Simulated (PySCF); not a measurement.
Energy landscape of C2H6, singlet: internal rotation, threefold axis kept, other coordinates relaxed. Scanned: torsion (0 = eclipsed). Other coordinates (C-C length, H-C-C angle, H-C-C angle, C-H length, C-H length) were minimised at PBE0/def2-TZVP.

Levels: PBE/cc-pVTZ (PySCF); M06-2X/cc-pVTZ (PySCF); CCSD(T) on RHF/cc-pVTZ, 2 core orbitals frozen (PySCF).

Energies relative to the lowest point of each profile, in kcal/mol; the last columns give the difference from CCSD(T):

| at / ° | PBE | M06-2X | CCSD(T) | PBE − CCSD(T) | M06-2X − CCSD(T) |
|---|---|---|---|---|---|
| 0 | 2.57 | 2.70 | 2.80 | -0.24 | -0.11 |
| 10 | 2.40 | 2.52 | 2.62 | -0.22 | -0.10 |
| 20 | 1.94 | 2.04 | 2.11 | -0.17 | -0.07 |
| 30 | 1.30 | 1.37 | 1.41 | -0.11 | -0.04 |
| 40 | 0.65 | 0.69 | 0.71 | -0.05 | -0.01 |
| 50 | 0.18 | 0.19 | 0.19 | -0.01 | 0.00 |
| 60 | 0.00 | 0.00 | 0.00 | 0.00 | 0.00 |

PBE is furthest from CCSD(T) at 0 (-0.24 kcal/mol, below); its mean absolute difference over the points is 0.11 kcal/mol.

M06-2X is furthest from CCSD(T) at 0 (-0.11 kcal/mol, below); its mean absolute difference over the points is 0.05 kcal/mol.
